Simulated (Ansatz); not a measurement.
A made-up structure of AlBNH5, singlet:

```xyz
8
angstrom
B -1.2732 0.7770 -0.9554
Al 0.2536 0.4121 0.4795
N 1.0745 -1.1574 0.5505
H 0.4983 -0.6431 -0.5868
H -1.0514 1.2355 -2.0424
H 0.7372 1.4936 1.5443
H 1.8031 -1.3839 1.2086
H 0.8920 -1.9477 -0.0462
```

It is relaxed with PBE-D4/def2-SVP and then PBE0-D4/def2-TZVP (Ansatz 0.2.0). Atoms count as bonded within 1.22 times the sum of their covalent radii (H–H: 0.88 Å). The end point is not checked to be a true minimum.

Question: Does its bonding change? (A judgement: the text doesn't fix the answer.)

Answer: Computed: Yes. Formed: B1–H4; broken: Al2–H4.

Where it ends: The first stage lowers the energy by 5.00 eV in 25 steps. It ends as AlBNH₅ ([BH2][AlH][NH2]):
```json
{"atom": "B1", "x (Å)": "-0.4727", "y (Å)": "0.6052", "z (Å)": "-1.3446"}
{"atom": "Al2", "x (Å)": "0.5479", "y (Å)": "0.2998", "z (Å)": "0.4961"}
{"atom": "N3", "x (Å)": "1.0635", "y (Å)": "-1.3234", "z (Å)": "0.9880"}
{"atom": "H4", "x (Å)": "0.0946", "y (Å)": "0.8487", "z (Å)": "-2.3742"}
{"atom": "H5", "x (Å)": "-1.6692", "y (Å)": "0.5788", "z (Å)": "-1.4391"}
{"atom": "H6", "x (Å)": "0.8996", "y (Å)": "1.4745", "z (Å)": "1.5130"}
{"atom": "H7", "x (Å)": "1.5493", "y (Å)": "-1.5253", "z (Å)": "1.8473"}
{"atom": "H8", "x (Å)": "0.9209", "y (Å)": "-2.1721", "z (Å)": "0.4654"}
```

Labels in which every atom is bracketed show which atoms are joined, not bond orders.

For scale, one of the runs: PBE0-D4/def2-TZVP relaxation, 129 basis functions, launched by `ansatz run in.yaml --threads 2 --pin off --events-out ev --progress --plain --max-ram 4352MiB`. The run took about 24 s on 2 CPU threads of an Intel Xeon Platinum 8259CL (shared host).
